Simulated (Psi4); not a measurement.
**doublet [BN2H5]−: levels of theory compared**

Aim: a comparison of 3 runs (UHF/3-21G, UHSE06/6-311+G**, UCCSD/6-311+G**) of doublet [BN2H5]−. 

The results are computed with Psi4 1.11.

1 further run of the same task is left out (it didn't finish).

**1. The molecule**

The species is [BN2H5]− (8 atoms), meant as a doublet with charge -1. As SMILES of the parent species, `NBN`. The coordinates come from a PBE0-D4/def2-TZVP relaxation. That shape belongs to the parent species and isn't relaxed for this state.

Bond lengths: N1–B2 1.409 Å, B2–N3 1.409 Å, N1–H4 1.005 Å, N1–H5 1.002 Å, B2–H6 1.200 Å, N3–H7 1.003 Å, N3–H8 1.005 Å. Angles: N1–B2–N3 122.9°, N1–B2–H6 118.5°, N3–B2–H6 118.5°, B2–N1–H4 124.5°, B2–N1–H5 121.9°, B2–N3–H7 121.9°, B2–N3–H8 124.5°, H4–N1–H5 113.6°, H7–N3–H8 113.6°.

**2. Energy and forces at UHF/3-21G (run 1)**

Contents of bh5n2.inp:

```
memory 1600 MB

molecule molecule1 {
  -1 2
  N
  B 1 r2
  N 2 r3 1 a3
  H 1 r4 2 a4 3 d4
  H 1 r5 4 a5 2 d5
  H 2 r6 3 a6 1 d6
  H 3 r7 2 a7 6 d7
  H 3 r8 7 a8 2 d8

  r2 = 1.409065
  r3 = 1.409045
  a3 = 122.9219
  r4 = 1.004959
  a4 = 124.46727
  d4 = 0.0012
  r5 = 1.002429
  a5 = 113.64084
  d5 = -179.99443
  r6 = 1.199838
  a6 = 118.5412
  d6 = 179.99827
  r7 = 1.002506
  a7 = 121.88451
  d7 = 0.0042
  r8 = 1.004826
  a8 = 113.64488
  d8 = -179.99058
  symmetry c1
}

set globals {
  basis 3-21G
  reference uhf
  puream true
  e_convergence 1e-09
  d_convergence 1e-08
  scf_type pk
  maxiter 100
}

E, wfn = gradient('hf', return_wfn=True)
oeprop(wfn, 'WIBERG_LOWDIN_INDICES', 'MAYER_INDICES', 'QUADRUPOLE')
```

Run with:

```
$ psi4 bh5n2.inp bh5n2.out -n 1
```

bh5n2.out:

```text
[...]
  Running in c1 symmetry.
[...]
  Nuclear repulsion =   68.852588053507361
[...]
  Multiplicity = 2
[...]
  Nalpha       = 13
  Nbeta        = 12
[...]
    Number of basis functions: 37
[...]
   @UHF iter   1:  -135.40922347887224   -4.45191e-01   1.62058e-02 DIIS/ADIIS
[...]
   @UHF iter  13:  -135.60097615367422   -1.30740e-12   7.88826e-09 DIIS
[...]
   @S^2 Observed:                7.587551597E-01
[...]
  @UHF Final Energy:  -135.60097615367422
   => Energetics <=
    Nuclear Repulsion Energy =             68.8525880535073611
    One-Electron Energy =                -326.6036468335950076
    Two-Electron Energy =                 122.1500826264134218
    Total Energy =                       -135.6009761536742246
  UHF NO Occupations:
  HONO-2 :   11  A 1.9995531
  HONO-1 :   12  A 1.9967531
[...]
  -Total Gradient:
     Atom            X                  Y                   Z
    ------   -----------------  -----------------  -----------------
       1       -0.000001058708     0.006075936571     0.108605838251
       2       -0.000005542953    -0.091592789763    -0.049787745066
       3       -0.000003443224     0.094359286909    -0.054053924572
       4        0.000000993507    -0.003317697287    -0.001199944634
       5        0.000001451721     0.004780795661    -0.001450000460
       6        0.000003152310    -0.008995400198    -0.004895095188
       7        0.000001746144     0.001391747503     0.004871763582
       8        0.000002701203    -0.002701879397    -0.002090891915
[...]
 Multipole Moments:
 ------------------------------------------------------------------------------------
     Multipole            Electronic (a.u.)      Nuclear  (a.u.)        Total (a.u.)
 ------------------------------------------------------------------------------------
 L = 1.  Multiply by 2.5417464519 to convert [e a0] to [Debye]
 Dipole X            :          0.0000095           -0.0002338           -0.0002243
 Dipole Y            :         -0.6548012           -0.4684780           -1.1232792
 Dipole Z            :         -0.3560395           -0.2547841           -0.6108236
 Magnitude           :                                                    1.2786171
 L = 2.  Multiply by 1.3450342976 to convert [e a0^2] to [Debye ang]
 Quadrupole XX       :        -20.2478104            0.0000001          -20.2478104
 Quadrupole XY       :         -0.0000567            0.0001520            0.0000954
[...]
```

It took 1.9 s on 1 thread of AMD EPYC 7B13 (Zen 3), shared host; peak memory 0.18 GiB.

**3. Energy and forces at UHSE06/6-311+G(d,p) (run 2)**

Contents of bh5n2.dat:

```
memory 1600 MB

molecule {
  -1 2
  N     -1.83492407     0.97604354    -1.09811985
  B      0.36698481     0.73056812     0.37889009
  N      1.60286570    -1.59719652     0.75853607
  H     -2.69626123    -0.46203804    -1.99063750
  H     -2.69078103     2.64731733    -1.34869754
  H      1.22775506     2.58627917     1.35682336
  H      3.16850379    -1.73817009     1.81583783
  H      1.02990074    -3.25089585     0.02192082
  units au
  symmetry c1
}

set globals {
  basis 6-311+G**
  reference uks
  puream true
  e_convergence 1e-09
  d_convergence 1e-08
  scf_type pk
  dft_radial_points 99
  dft_spherical_points 590
  maxiter 100
}

e_tot, wfn = gradient('hse06', return_wfn=True)
```

Run with:

```
$ psi4 -i bh5n2.dat -o bh5n2.out -n 1
```

bh5n2.out:

```text
[...]
  Running in c1 symmetry.
[...]
  Nuclear repulsion =   68.852594849825280
[...]
  Multiplicity = 2
[...]
  Nalpha       = 13
  Nbeta        = 12
[...]
    Number of basis functions: 96
[...]
   @UKS iter   1:  -136.37113706074510    2.33547e-01   1.35691e-02 ADIIS/DIIS
[...]
   @UKS iter  14:  -137.29939365539803   -2.01794e-12   3.19635e-09 DIIS
[...]
   @S^2 Observed:                7.501159550E-01
[...]
  @UKS Final Energy:  -137.29939365539803
   => Energetics <=
    Nuclear Repulsion Energy =             68.8525948498252802
    One-Electron Energy =                -324.9518491607382771
    Two-Electron Energy =                 134.1937898194927072
    DFT Exchange-Correlation Energy =     -15.3939291639777416
    Empirical Dispersion Energy =           0.0000000000000000
    VV10 Nonlocal Energy =                  0.0000000000000000
    Total Energy =                       -137.2993936553980348
[...]
 Multipole Moments:
 ------------------------------------------------------------------------------------
     Multipole            Electronic (a.u.)      Nuclear  (a.u.)        Total (a.u.)
 ------------------------------------------------------------------------------------
 L = 1.  Multiply by 2.5417464519 to convert [e a0] to [Debye]
 Dipole X            :          0.8107207           -0.2026103            0.6081104
 Dipole Y            :          1.7477240           -0.4364850            1.3112390
 Dipole Z            :          0.9205099           -0.2298172            0.6906927
 Magnitude           :                                                    1.6019371
[...]
  -Total Gradient:
     Atom            X                  Y                   Z
    ------   -----------------  -----------------  -----------------
       1       -0.001871091468    -0.003040988693    -0.001920214583
       2        0.003065970149     0.006570054843     0.003469661532
       3       -0.001289208296    -0.003652627229    -0.001642532319
       4       -0.000401762544     0.003104640948     0.000358057897
       5        0.002144417838    -0.003504983202     0.000768606524
       6       -0.000624215357    -0.001337689209    -0.000705717991
       7       -0.003395141578     0.000687749366    -0.002213844059
       8        0.002365847760     0.001162671992     0.001880094844
[...]
```

Run time: 78 s. Hardware: 1 thread of AMD EPYC 7B13 (Zen 3), shared host; peak memory 0.85 GiB.

**4. A single-point energy at UCCSD/6-311+G(d,p) (run 3)**

Contents of run.py:

```python
import psi4

psi4.set_memory('1600 MB')
psi4.set_num_threads(1)
psi4.set_output_file('bh5n2.out', False)

molecule = psi4.geometry("""
-1 2
N
B 1 1.409065
N 2 1.409045 1 122.9219
H 1 1.004959 2 124.46727 3 0.0012
H 1 1.002429 4 113.64084 2 -179.99443
H 2 1.199838 3 118.5412 1 179.99827
H 3 1.002506 2 121.88451 6 0.0042
H 3 1.004826 7 113.64488 2 -179.99058
symmetry c1
""")

psi4.set_options({
    'reference': 'uhf',
    'puream': True,
    'e_convergence': 1e-09,
    'd_convergence': 1e-08,
    'scf_type': 'pk',
    'num_frozen_docc': 3,
    'maxiter': 100,
})

E = psi4.energy('ccsd/6-311+G**', molecule=molecule)
print(f'total energy {E:.8f} hartree = {E * 27.211386:.5f} eV')
```

Run with:

```
$ python run.py
```

bh5n2.out:

```text
[...]
  Running in c1 symmetry.
[...]
  Nuclear repulsion =   68.852588053507361
[...]
  Multiplicity = 2
[...]
  Nalpha       = 13
  Nbeta        = 12
[...]
    Number of basis functions: 96
[...]
   @UHF iter   1:  -136.11400677247832   -4.46877e-01   8.38688e-03 DIIS/ADIIS
[...]
   @UHF iter  17:  -136.56821697458486   -3.52429e-12   3.08763e-09 DIIS
[...]
   @S^2 Observed:                7.504877626E-01
[...]
    Orbital Energies [Eh]
    ---------------------
    Alpha Occupied:
       1A    -15.381972     2A    -15.381956     3A     -7.442023
       4A     -1.012412     5A     -0.974228     6A     -0.568725
       7A     -0.536758     8A     -0.505422     9A     -0.442525
      10A     -0.345763    11A     -0.309780    12A     -0.226882
      13A      0.052507
    Alpha Virtual:
      14A      0.161178    15A      0.171591    16A      0.180706
      17A      0.278378    18A      0.294413    19A      0.325380
      20A      0.333361    21A      0.336629    22A      0.350707
      23A      0.371989    24A      0.393601    25A      0.408066
[...]
  @UHF Final Energy:  -136.56821697458486
   => Energetics <=
    Nuclear Repulsion Energy =             68.8525880535073611
    One-Electron Energy =                -324.6481037488132984
    Two-Electron Energy =                 119.2272987207210946
    Total Energy =                       -136.5682169745848569
  UHF NO Occupations:
  HONO-2 :   11  A 1.9999645
  HONO-1 :   12  A 1.9998639
[...]
 Multipole Moments:
 ------------------------------------------------------------------------------------
     Multipole            Electronic (a.u.)      Nuclear  (a.u.)        Total (a.u.)
 ------------------------------------------------------------------------------------
 L = 1.  Multiply by 2.5417464519 to convert [e a0] to [Debye]
 Dipole X            :          0.0004292           -0.0002338            0.0001955
 Dipole Y            :          2.2143906           -0.4684780            1.7459126
 Dipole Z            :          1.2037397           -0.2547841            0.9489556
 Magnitude           :                                                    1.9871406
[...]
      * MP2 total energy                      = -137.037807408974800
[...]
      * CCSD total energy                     = -137.066190636668466
```

The script printed:

```text
total energy -137.06619064 hartree = -3729.76102 eV
```

Run time: 89 s. Hardware: 1 thread of AMD EPYC 7B13 (Zen 3), shared host; peak memory 0.98 GiB.

**5. All runs side by side**

```tsv
run	level	integration grid	task	energy (Eh)	HOMO energy (eV)	LUMO energy (eV)	⟨S²⟩	wall time
1	UHF/3-21G	–	gradient	-135.600976	5.43	13.17	0.759	1.9 s
2	UHSE06/6-311+G**	99 radial × 590 angular	gradient	-137.299394	2.31	2.82	0.750	78 s
3	UCCSD/6-311+G**	–	energy	-137.066191	1.43	4.39	0.750	89 s
```

**6. What came out**

```
                                                         quantity          value
                                              run 3: total energy  -137.06619 Eh
run 3: HOMO energy (Hartree–Fock orbitals) (highest over α and β)        1.43 eV
 run 3: LUMO energy (Hartree–Fock orbitals) (lowest over α and β)        4.39 eV
               run 3: correlation energy (3 core orbitals frozen)     -498.0 mEh
                         run 3: ⟨S²⟩ of the reference determinant          0.750
                                             run 3: T1 diagnostic          0.031
```

In words: In runs 1, 2, 3 the HOMO lies above zero, so the outermost electron may be held by the basis alone. All runs together took 2.8 min, the longest 89 s.
